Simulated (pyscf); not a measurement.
Structures and frequencies: ωB97X-D3(BJ)/def2-SVP in PySCF.

For the elementary gas-phase step `[AsH2][AsH2]` + `[AsH3]` → `[AsH2][AsH][AsH2]` + `[H][H]` (singlet surface; As–H, As–H broken, As–As, H–H formed), what barrier and reaction energy does ωB97M-D3(BJ)/def2-TZVP give, measured from the separated reactants?

ΔE‡ = 62.4 kcal/mol, ΔE = -1.9 kcal/mol. Zero-point energy shifts the barrier by -0.6 kcal/mol. It is a four-centre exchange, with an imaginary mode of 1337i cm⁻¹. From the product side, AsH₂• + •HAs–AsH₂ + H₂ lies, by one bond made or cut, 16.0 kcal/mol under this saddle at ωB97M-D3(BJ)/def2-TZVP. The same reactants have a lower exit, to AsH₂• + AsH₂• + AsH₃ (no saddle counted: cutting one bond costs +49.8 kcal/mol at ωB97M-D3(BJ)/def2-TZVP, against +62.4 kcal/mol here). One saddle was located; it need not be the lowest between these sides. Elements up to Kr have no core potential and no relativistic terms here.
